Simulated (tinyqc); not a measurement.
Orbital energy against energy difference: ionisation energy by orbital energies and by energy differences in the cc-pvdz basis, for H2O, spin multiplicity 1. Computed by the program tinyqc with PySCF. The cation is unrestricted; errors are against CCSD(T) in this basis, not against experiment.

Geometry (angstrom):
```
atom       x        y       z
O     0.0000   0.0000  0.0000
H     0.0000   0.7230  0.5780
H     0.0000  -0.7500  0.6000
```

CCSD(T) difference in the same basis = 12.0361 eV

IP-EOM-CCSD = 11.8771 eV

First vertical ionisation energy (eV):
```
method     -e(HOMO)  E(cation) - E  error of -e(HOMO)  error of the difference
HF          13.4665      10.826423             1.4304                  -1.2097
LDA          6.2563      12.718118            -5.7798                   0.6820
PBE          6.1637      12.370447            -5.8724                   0.3344
B3LYP        7.8829      12.404198            -4.1532                   0.3681
PBE0         8.2516      12.286054            -3.7845                   0.2500
CAM-B3LYP    9.7777      12.396416            -2.2583                   0.3603
LC-wPBE     11.2476      12.446306            -0.7885                   0.4102
```

What does the comparison show, and why?

Koopmans errs by +1.43 eV and Delta-HF by -1.21 eV: relaxation, 2.64 eV, lowers the value and the missing correlation difference works against it. The PBE level is off by -5.9 eV through the wrong tail of its potential, though its energy difference is off by +0.33 eV; exact exchange deepens the level, and among the orbital energies LC-wPBE comes closest; among the differences PBE0 does.
